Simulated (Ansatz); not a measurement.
What does this script print? It uses Ansatz 0.2.0, Python API.

The script, `dimer.py`:
```python
# -*- coding: utf-8 -*-
'''Interaction energy of two CHN molecules, with the counterpoise correction.'''

import ansatz as az
import numpy as np

FIRST = [
    ('C', (1.1035, 0.1894, 0.0)),
    ('N', (-0.0497, -0.0085, 0.0)),
    ('H', (-1.0538, -0.1809, 0.0)),
]
SECOND = [
    ('C', (-1.8365, 0.2002, 2.1364)),
    ('N', (-0.7825, 0.6911, 2.2674)),
    ('H', (0.1351, 1.1187, 2.3815)),
]

def energy(atoms, ghosts=()):
    molecule = az.Crystal.molecule()
    for symbol, xyz in atoms:
        molecule = molecule.atom(symbol, xyz)
    calc = (
        molecule.calculation()
        .basis(gaussian='cc-pVDZ')
        .functional('hf')
    )
    deck = calc.input()
    if ghosts:
        deck = deck.set(az.key.basis.gaussian.ghost_atoms, [{'symbol': s, 'position_ang': list(xyz)} for s, xyz in ghosts])
    return az.Session.from_dict(deck).plan().execute().report['free_energy_ev']

# monomers in their own basis and in the basis of the dimer
direction = np.array([-0.3312, 0.268, 0.9047])
print('shift (A)   counterpoise-corrected interaction (kJ/mol)')
for shift in (-0.3, 0.0, 0.4, 1.0, 2.0):
    moved = [(s, tuple(np.round(np.array(xyz) + shift * direction, 4))) for s, xyz in SECOND]
    gain = energy(FIRST + moved) - energy(FIRST, moved) - energy(moved, FIRST)
    print(f'{shift:8.2f} {96.485332 * gain:14.3f}')
```

```console
$ python dimer.py
shift (A)   counterpoise-corrected interaction (kJ/mol)
   -0.30        137.308
    0.00         46.926
    0.40          6.308
    1.00         -4.821
    2.00         -3.809
```

Notes:
- The dimer is a generated trial pose of unrelaxed monomers, not a minimum, so the figure is no binding energy, and the basis set is small.
- Hartree-Fock leaves correlation out, so bond, atomisation and ionisation energies come out well too low.
- This level lacks the dispersion part of the attraction (electrostatics and induction are there), which can decide the sign where the interaction is weak.
- Timing: 4.7 s on 1 thread of Arm Neoverse V2, with other jobs on the host, peak memory 0.17 GiB.
